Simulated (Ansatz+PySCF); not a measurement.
doublet C6H5: levels of theory in one basis

```yaml
atoms:
  - { symbol: C, position_ang: [1.5087, 0.0000, 0.0000] }
  - { symbol: C, position_ang: [0.8325, 1.3240, 0.0000] }
  - { symbol: C, position_ang: [-0.6815, 1.3100, 0.0000] }
  - { symbol: C, position_ang: [-1.4280, 0.0000, 0.0000] }
  - { symbol: C, position_ang: [-0.6815, -1.3100, 0.0000] }
  - { symbol: C, position_ang: [0.8325, -1.3240, 0.0000] }
  - { symbol: H, position_ang: [1.4323, 2.3413, 0.0000] }
  - { symbol: H, position_ang: [-1.2762, 2.3306, 0.0000] }
  - { symbol: H, position_ang: [-2.6080, 0.0000, 0.0000] }
  - { symbol: H, position_ang: [-1.2762, -2.3306, 0.0000] }
  - { symbol: H, position_ang: [1.4323, -2.3413, 0.0000] }
```

Basis set: def2-SVP (spherical functions). Frozen core: 6 orbitals. Correlation on ROHF uses semicanonical orbitals with singles. Charge 0, multiplicity 2.

Computed with Ansatz (development build ahead of 0.2.0); each method stands on the lowest determinant of its kind that the runs found. NEVPT2 correlates all electrons. Active spaces start from the frontier orbitals, and the lowest solution found is given.

```tsv
method	E − E(ROHF) (eV)	<S²> of the determinant
ROHF	0.00	0.75
UHF	-1.05	2.01
ROHF-MP2	-21.15	–
UHF-MP2	-19.45	2.01
CASSCF(7,7)	-2.50	–
```

What does SC-NEVPT2(7,7) give on the same scale?

-21.63 eV. NEVPT2 here correlates all electrons, so it doesn't share the others' frozen core.

The restricted and unrestricted rows may stand on different electronic states: another unrestricted solution lies nearer the restricted one.

Caution for ROHF, ROHF-MP2: an unrestricted determinant lies well below. Caution for UHF, UHF-MP2: the unrestricted determinant is a mixture of spin states. Caution for UHF-MP2: another reference gives a lower total.
